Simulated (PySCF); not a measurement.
**LiSi⁻: one state, many levels of theory**

State: ³Σ⁻ (triplet), unpaired electrons π ↑↑. Set-up: PySCF, spin-free X2C with a Gaussian nucleus, basis sets Li aug-cc-pVDZ-DK, Si aug-cc-pVDZ-DK. De refers to Li + Si⁻ in their high-spin ground configurations, without counterpoise correction. The functionals are run spin-unrestricted. A positive dipole points towards Si; it is taken about the centre of mass and depends on that origin. Levels whose curve was spin-contaminated or gave no clean fit are not listed.

```tsv
Level	Re (Å)	ωe (cm⁻¹)	De (eV)	μ (D)
ROHF	2.617	304	n/a	0.03
ROHF-MP2	2.523	375	0.81	n/a
ROHF-SCS-MP2	2.540	354	n/a	n/a
ROHF-CCSD	2.606	298	1.11	n/a
ROHF-CCSD(T)	2.570	314	1.24	n/a
```

(1) What does second-order correlation do here, going from ROHF to ROHF-MP2?

(2) What does the triples do here, going from ROHF-CCSD to ROHF-CCSD(T)?

(3) What does all correlation do here, going from ROHF to ROHF-CCSD(T)?

Correlated steps freeze 5 core orbitals. Correlated levels converge slowly with the basis: in double zeta they bind strong bonds too weakly, by up to about 1 eV, and carry superposition errors of some tenths. For an ion De counts to the pair picked by the measured ionisation energies or electron affinities, which need not be the lowest pair at this level. The CCSD T1 diagnostic is raised, a sign that a single reference may not be enough here. UHF is strongly spin-contaminated for LiSi⁻, so the ROHF reference used there is far from stable. The state was picked by a PBE0 search and need not be the measured ground state.

Answers

(1) ROHF-MP2 less ROHF: -9.4 pm in Re, +23.4 % in ωe. Correlation nearly always deepens the well. The bond shortens, as in weak, metallic or heavy-atom bonds, where dispersion and the correlation of outer-core electrons pull the atoms together.

(2) ROHF-CCSD(T) less ROHF-CCSD: -3.6 pm in Re, +5.4 % in ωe, +0.13 eV in De. Correlation nearly always deepens the well. The bond shortens, as in weak, metallic or heavy-atom bonds, where dispersion and the correlation of outer-core electrons pull the atoms together.

(3) ROHF-CCSD(T) less ROHF: -4.7 pm in Re, +3.3 % in ωe. Correlation nearly always deepens the well. The bond shortens, as in weak, metallic or heavy-atom bonds, where dispersion and the correlation of outer-core electrons pull the atoms together.
